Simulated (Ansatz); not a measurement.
Geometry optimisation, UKS PBE0/def2-TZVP in Ansatz 0.2.0.

Input file:

```yaml
crystal:
  periodic: [false, false, false]
  atoms:
    - { symbol: H, position_ang: [-1.18794, -1.524634, -0.571758] }
    - { symbol: Si, position_ang: [0.035683, 0.637555, 0.324094] }
    - { symbol: O, position_ang: [-0.567856, -0.795581, -0.347674] }
    - { symbol: H, position_ang: [1.035111, 0.277511, 1.372668] }
    - { symbol: H, position_ang: [0.685102, 1.40525, -0.77723] }
magnetization:
  spin_polarized: true
  initial_magnetization: 1
basis:
  gaussian: { orbitals: def2-TZVP }
hamiltonian:
  xc: pbe0
relax:
  f_tol: 0.03
  max_steps: 50
```

Launched with:

```bash
$ ansatz run input.yaml --threads 2 --pin off --max-ram 3072MiB --backend cpu --events-out ev --progress --plain --runs-dir out
```

Question: Where does it end, and by what steps?

Answer: The forces met the threshold. After 14 steps the energy has fallen by 0.429 eV; H1 moved furthest, 0.46 Å.

| step | energy less start (eV) | largest force component (eV/Å) | accepted |
| --- | --- | --- | --- |
| 0 | 0.0000 | 1.889 | yes |
| 1 | -0.1266 | 1.194 | yes |
| 2 | -0.2010 | 0.592 | yes |
| 3 | -0.2715 | 0.682 | yes |
| 4 | -0.2751 | 2.721 | yes |
| 5 | -0.3779 | 0.606 | yes |
| 6 | -0.3904 | 0.578 | yes |
| 7 | -0.2964 | 2.104 | no |
| 8 | -0.4113 | 0.347 | yes |
| 9 | -0.3945 | 1.315 | no |
| 10 | -0.4195 | 0.198 | yes |
| 11 | -0.4251 | 0.097 | yes |
| 12 | -0.4283 | 0.082 | yes |
| 13 | -0.4292 | 0.037 | yes |
| 14 | -0.4293 | 0.011 | yes |

```xyz
5
Properties=species:S:1:pos:R:3
H -0.989 -1.428 -0.167
Si -0.031 0.582 0.213
O -0.564 -0.719 -0.653
H 0.836 0.157 1.357
H 0.747 1.408 -0.748
```

Run time: 18 s on 2 threads of Arm Neoverse V1 (shared host), peak memory 0.14 GiB.
